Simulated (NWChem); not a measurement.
# pyridine (C5H5N); SMILES c1ncccc1

Computed with NWChem. Pople sets run with spherical d functions. Structure relaxed at the PBE0/def2-SVP level.

Question: Estimate the computed values for B3LYP/6-31G*. Quantities: highest occupied level (eV); orbital gap (eV); dipole (D).

Answer: 
```
Property                     Result
---------------------------  ------
highest occupied level (eV)   -6.82
orbital gap (eV)               6.25
dipole (D)                     2.16
```
